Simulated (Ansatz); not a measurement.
# HPSi: the cost of one run

Method: def2-QZVPP, core rule «outside noble gas», up to 10 orbitals frozen; program: Ansatz 0.2.0, Gaussian basis.

To be run: UHF; ROHF; CCSD(T) on UHF.

2 further runs of the same task are left out: 2 set aside as unsound or not needed.

## (1) The geometry

The geometry is a PBE0/def2-TZVP stationary point (not a proven minimum) of the parent state, kept for this charge and spin.

3 atoms, charge 1, spin multiplicity 2.

Atoms are counted from 1 here; the program's logs count them from 0.

Bond lengths: Si1–P2 2.045 Å, P2–H3 1.492 Å. Angles: Si1–P2–H3 60.6°.

## (2) UHF

in.yaml

```yaml
crystal:
  periodic: [false, false, false]
  atoms:
    - {symbol: Si, position_ang: [0.000000, -0.009804, 1.076668]}
    - {symbol: P, position_ang: [0.000000, -0.032609, -0.968123]}
    - {symbol: H, position_ang: [0.000000, 1.275240, -0.250352]}
basis:
  gaussian: {orbitals: "def2-QZVPP.json"}
total_charge: 1
magnetization: {spin_polarized: true, initial_magnetization: 1}
hamiltonian: {xc: hf}
output: {orbitals: {seedname: orbitals}}
```

On the command line:

```sh
> ansatz run in.yaml --threads 1 --pin off --events-out ev --progress --plain --max-ram 2393MiB
```

What time and memory should one allow on 1 thread of Arm Neoverse N1, shared host?

About 57 s, with a peak of 0.4 GiB.
